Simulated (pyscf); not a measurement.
Optimised with ωB97X-D3(BJ)/def2-SVP in PySCF.

Question: For the elementary gas-phase step F–In(F)–F (SMILES [F][In]([F])[F]) + H₂S (SMILES S) → HF (SMILES F) + F–In(F)–SH (SMILES [F][In]([F])[SH]) (singlet surface; F–In, H–S broken, F–H, In–S formed), what barrier and reaction energy does ωB97M-D3(BJ)/def2-TZVP give, measured from the separated reactants?

Answer: ΔE‡ = -11.2 kcal/mol, ΔE = -11.4 kcal/mol. Zero-point energy shifts the barrier by +0.6 kcal/mol. It is a four-centre exchange, with an imaginary mode of 676i cm⁻¹. On the reactant side the descent ends in an adduct with a In–S contact, 24.4 kcal/mol under the separated species and 8.2 kcal/mol under the saddle at ωB97X-D3(BJ)/def2-TZVP. On the product side the descent ends in an adduct with a F–In contact, 10.8 kcal/mol under the separated species and 9.4 kcal/mol under the saddle at ωB97X-D3(BJ)/def2-TZVP. At ωB97M-D3(BJ) the saddle lies under the separated reactants, which points to a path from their complex (located at ωB97X-D3(BJ) alone). What is counted as formed (In–S) is already present as a longer contact in the reactant adduct; forming that adduct is a step of its own. What is counted as broken (F–In) persists as a longer contact in the product adduct; parting that adduct is a step of its own. At ωB97X-D3(BJ) the barrier from the zero used here is -16.3 kcal/mol. One saddle was located; it need not be the lowest between these sides. Elements past Kr carry the def2 core potentials, without spin-orbit coupling.
